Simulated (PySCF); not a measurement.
## A PySCF run on F₂

State: ¹Σg⁺ (singlet), closed shell.

An equivalent input (the run itself took its basis sets from the Basis Set Exchange, started from a PBE0 density and held the occupation σ 5α 5β, πx 2α 2β, πy 2α 2β):

```python
from pyscf import gto, scf, cc
mol = gto.M(atom='F 0 0 0; F 0 0 1.378', basis={'F': 'pcseg-2'},
            charge=0, spin=0, verbose=4, symmetry='C2v')
mf = scf.RHF(mol)
mf.irrep_nelec = {'A1': 10, 'B1': 4, 'B2': 4}
mf.conv_tol = 1e-9
mf.max_cycle = 60
mf.diis_space = 10
mf.kernel()
mycc = cc.CCSD(mf, frozen=[0, 1])
mycc.run(conv_tol=1e-7, conv_tol_normt=1e-5, max_cycle=80, diis_space=8)
et = mycc.ccsd_t()
```

The SCF ended at -198.75791237 hartree. The coupled-cluster part of the log:

```
******** <class 'pyscf.cc.ccsd.CCSD'> ********
CC2 = 0
CCSD nocc = 7, nmo = 58
frozen orbitals [0, 1]
max_cycle = 80
direct = 0
conv_tol = 1e-07
conv_tol_normt = 1e-05
diis_space = 8
diis_start_cycle = 0
diis_start_energy_diff = 1e+09
Init t2, MP2 energy = -199.259766705566  E_corr(MP2) -0.501854336637401
Init E_corr(CCSD) = -0.501854336638962
cycle = 1  E_corr(CCSD) = -0.491812675085841  dE = 0.0100416616  norm(t1,t2) = 0.0461242
cycle = 2  E_corr(CCSD) = -0.506235100834995  dE = -0.0144224257  norm(t1,t2) = 0.0196688
cycle = 3  E_corr(CCSD) = -0.505655961797229  dE = 0.000579139038  norm(t1,t2) = 0.00678345
cycle = 4  E_corr(CCSD) = -0.507519740575416  dE = -0.00186377878  norm(t1,t2) = 0.00352287
cycle = 5  E_corr(CCSD) = -0.507505450773388  dE = 1.4289802e-05  norm(t1,t2) = 0.000768765
cycle = 6  E_corr(CCSD) = -0.507462517494135  dE = 4.29332793e-05  norm(t1,t2) = 0.000300464
cycle = 7  E_corr(CCSD) = -0.507478351948031  dE = -1.58344539e-05  norm(t1,t2) = 0.000135409
cycle = 8  E_corr(CCSD) = -0.507476179157858  dE = 2.17279017e-06  norm(t1,t2) = 2.72251e-05
cycle = 9  E_corr(CCSD) = -0.507473909889024  dE = 2.26926883e-06  norm(t1,t2) = 7.65335e-06
cycle = 10  E_corr(CCSD) = -0.50747441036555  dE = -5.00476526e-07  norm(t1,t2) = 2.02028e-06
cycle = 11  E_corr(CCSD) = -0.50747459148362  dE = -1.8111807e-07  norm(t1,t2) = 6.77807e-07
cycle = 12  E_corr(CCSD) = -0.507474552449775  dE = 3.90338449e-08  norm(t1,t2) = 9.70932e-08
CCSD converged
E(CCSD) = -199.2653869213783  E_corr = -0.507474552449775
CCSD(T) correction = -0.0165149847331956
```

T1 diagnostic 0.012, D1 0.026, 14 electrons correlated.

Repeating this along the bond gives Re = 1.420 Å and ωe = 914 cm⁻¹.

A point of this curve took 4 CPU seconds beside 0.18 for the integrals, on Oxide Virtual Turin-like (shared host).

Correlated steps freeze 2 core orbitals.
